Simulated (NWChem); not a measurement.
Total energies of hydrogen fluoride (HF)

```
F
H 1 0.9248
```
Charge 0, spin multiplicity 1.

Everything below was run with NWChem. The geometry was optimised at B3LYP/def2-SVP, a minimum by its harmonic frequencies.

Basis set: 6-31G* (16 functions).

```tsv
method	total energy (Ha)
RHF	-100.00058
MP2	-100.17931
B2PLYP	-100.33940
PBE	-100.31781
B3LYP	-100.41807
PBE0	-100.32326
CCSD(T)	-100.18535
```

Total energies of different functionals aren't comparable as a measure of quality: only differences taken within one method are. 

The correlated methods keep 1 core orbital frozen. B3LYP has NWChem's definition, with VWN1-RPA local correlation. The Pople sets run with spherical d functions. Coupled-cluster values serve here as a point of comparison, not as the truth.
